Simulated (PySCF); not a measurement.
Molecule: thioacetamide, C₂H₅NS.

Geometry:
```csv
atom,x (Å),y (Å),z (Å)
C1,-0.701,0.367,-0.767
C2,-0.137,-0.119,0.540
N3,1.174,-0.404,0.529
S4,-1.068,-0.289,1.892
H5,-1.152,1.358,-0.620
H6,0.049,0.428,-1.570
H7,-1.511,-0.306,-1.083
H8,1.606,-0.736,1.383
H9,1.740,-0.299,-0.303
```

Geometry PBE0-D3(BJ)/def2-SVP throughout; GIAO in PySCF, gas phase, one conformer, non-relativistic; equivalent atoms averaged; functional PBE0.

Q: How do the absolute shieldings σ depend on the basis set? (ppm; last column core-seconds on shared hosts with different chips, so compare them loosely)

A: 
```csv
basis set,functions,C2,C1,N3,S4,H8,H9,H5/H6/H7,core-s
STO-3G,29,92.9,207.2,217.9,44.6,27.15,27.34,30.75,1.3
6-31G,50,0.9,166.5,128.6,269.7,26.76,26.79,30.00,2.7
pcSseg-0,50,-22.1,157.2,114.3,198.3,27.53,27.17,30.14,4.5
6-31G*,70,0.7,162.8,128.0,282.9,26.31,26.59,29.69,3.5
def2-SVP,85,-4.8,163.4,130.8,273.8,25.77,25.82,29.18,3.7
cc-pVDZ,85,-3.5,164.9,131.3,289.7,25.55,25.73,29.09,9.3
pcSseg-1,100,-24.4,151.1,110.9,194.0,25.24,25.53,28.94,4.3
aug-cc-pVDZ,141,-7.8,163.5,130.5,283.1,24.83,25.37,28.81,14
"6-311+G(2d,p)",146,-21.2,154.1,114.6,201.1,25.24,25.83,29.04,7.6
def2-TZVP,160,-23.8,153.6,116.4,181.6,25.28,25.71,29.05,9.2
cc-pVTZ,194,-21.3,154.5,115.1,246.3,24.98,25.34,28.86,21
IGLO-III,199,-30.8,150.4,110.0,195.7,24.99,25.54,28.92,20
pcSseg-2,221,-33.3,150.1,109.1,196.3,24.72,25.22,28.78,16
```

Q: Which nucleus moves most, in ppm?

A: S4 (thione sulfur): from 44.6 ppm with STO-3G to 289.7 ppm with cc-pVDZ. The smallest spread is 1.97 ppm, at H5/H6/H7. Proton shifts span only some 12 ppm, so a few tenths of a ppm matter as much there as several ppm in carbon.

Q: Taking the largest basis, pcSseg-2 (221 functions), as the yardstick, rank the others by their worst heavy-atom deviation.

A: IGLO-III 2.6 ppm (199 functions), pcSseg-1 9.0 ppm (100 functions), pcSseg-0 11.2 ppm (50 functions), 6-311+G(2d,p) 12.2 ppm (146 functions), def2-TZVP 14.7 ppm (160 functions), cc-pVTZ 50.0 ppm (194 functions), 6-31G 73.5 ppm (50 functions), def2-SVP 77.5 ppm (85 functions), 6-31G* 86.6 ppm (70 functions), aug-cc-pVDZ 86.8 ppm (141 functions), cc-pVDZ 93.4 ppm (85 functions), STO-3G 151.7 ppm (29 functions).

A small basis that lands close on one nucleus may do so by chance; judge by the trend and by all nuclei.
